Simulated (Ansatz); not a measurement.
Basis or method: vertical ionisation to the doublet of BeSe

BeSe, singlet; coordinates (Å): Se 0.000 0.000 0.000; Be 0.000 0.000 1.868. Quantity: vertical ionisation to the doublet.

Ansatz 0.2.0, basis 6-31G or cc-pVDZ; geometries are PBE0/def2-TZVP minima. Wave-function levels freeze the cores with the filled d shells of p-block atoms; HF, MP2 and coupled cluster are restricted for singlets and unrestricted otherwise, restricted open-shell where a d shell is frozen, Kohn–Sham unrestricted where that lies lower. The reference is CCSDT(Q) or full CI (coupled cluster only where its series has nearly closed). Semilocal and hybrid functionals correlate all electrons outside any core potential and usually lie nearer their basis limit than the reference, so part of their error here is the reference's basis and frozen-core error; RPA and the MP2 part of double hybrids freeze the same cores as the reference. None of these values is a measured one. Energies are electronic, without zero-point terms. No spin–orbit coupling and no scalar relativity. The species are chosen: bound, without strong static correlation by their natural occupations or amplitudes, in their lowest spin state as far as vertical gaps and like structures tell, with only the lowest ion state computed, and with a ladder that closes on the reference, so errors are smaller than for species at large; levels whose determinant breaks symmetry or spin markedly are left out.

```csv
level,6-31G (eV),cc-pVDZ (eV)
reference,8.670 (full CI),8.713 (CCSDT(Q))
MP2,8.623,8.696
CCSD,8.577,8.571
CCSD(T),8.659,8.692
CCSDT,8.676,8.697
PBE,9.093,8.946
r2SCAN,9.061,8.887
wB97M-V,8.833,8.717
```

From 6-31G to cc-pVDZ the reference moves by 0.043 eV and PBE by -0.147; the step from CCSD(T) to the reference is 0.011 in the first and 0.021 in the last.
